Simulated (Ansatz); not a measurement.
System: FeS2 (Pnnm, No. 58). Method: LDA (Ansatz, a program for electronic structure, plane waves, PAW).

Numerical settings: plane-wave cutoff 500 eV, 10×8×12 k mesh (along the axes of the cell as run), gaussian smearing 0.02 eV, no spin polarisation, scalar-relativistic PAW data made under PBE.

Computed at the level's own relaxed cell.

Estimate the equilibrium volume per atom and band gap that the calculation returns.


* **equilibrium volume per atom**: 12.70 Å³/atom
* **band gap**: 0.90 eV (on the SCF k mesh)

Measured, for comparison: band gap 0.73 eV (temperature not stated, no zero-point or thermal correction, X-ray absorption and emission, our sources range from 0.34 to 0.73; as tabulated in Ma et al. (2021), arXiv:2111.12440).

Note: the volume lies 7 % below that of the published cell.

The computed numbers hold no vibrational or temperature effects.

It cost around 4 core-minutes (rough) of CPU time.
